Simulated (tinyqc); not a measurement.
Inside a calculation. Method: extended Hueckel theory, for H3O+. The parameters take no account of the charge, which enters only through the electron count. One step of it, computed by the program tinyqc.

Question. Wolfsberg-Helmholz matrix. H_ij = K' S_ij (H_ii + H_jj)/2 for i != j (the diagonal keeps H_ii), with K' = K + D^2 + D^4 (1 - K), D = (H_ii - H_jj)/(H_ii + H_jj), K = 1.5.

overlap S, order 1O 2s, 1O 2px, 1O 2py, 1O 2pz, 2H 1s, 3H 1s, 4H 1s:
```
[[1.000000, 0.000000, 0.000000, 0.000000, 0.478859, 0.478767, 0.478767],
 [0.000000, 1.000000, 0.000000, 0.000000, 0.381803, -0.190850, -0.190850],
 [0.000000, 0.000000, 1.000000, 0.000000, 0.000000, 0.330633, -0.330633],
 [0.000000, 0.000000, 0.000000, 1.000000, -0.128999, -0.128964, -0.128964],
 [0.478859, 0.381803, 0.000000, -0.128999, 1.000000, 0.221515, 0.221515],
 [0.478767, -0.190850, 0.330633, -0.128964, 0.221515, 1.000000, 0.221430],
 [0.478767, -0.190850, -0.330633, -0.128964, 0.221515, 0.221430, 1.000000]]
```

diagonal H_ii (eV): [-32.300000, -14.800000, -14.800000, -14.800000, -13.600000, -13.600000, -13.600000]

K = 1.500000

Give: H.

Answer.

H (eV), order 1O 2s, 1O 2px, 1O 2py, 1O 2pz, 2H 1s, 3H 1s, 4H 1s:
```
[[-32.3000, 0.0000, 0.0000, 0.0000, -18.1574, -18.1539, -18.1539],
 [0.0000, -14.8000, 0.0000, 0.0000, -8.1421, 4.0699, 4.0699],
 [0.0000, 0.0000, -14.8000, 0.0000, 0.0000, -7.0509, 7.0509],
 [0.0000, 0.0000, 0.0000, -14.8000, 2.7509, 2.7502, 2.7502],
 [-18.1574, -8.1421, 0.0000, 2.7509, -13.6000, -4.5189, -4.5189],
 [-18.1539, 4.0699, -7.0509, 2.7502, -4.5189, -13.6000, -4.5172],
 [-18.1539, 4.0699, 7.0509, 2.7502, -4.5189, -4.5172, -13.6000]]
```
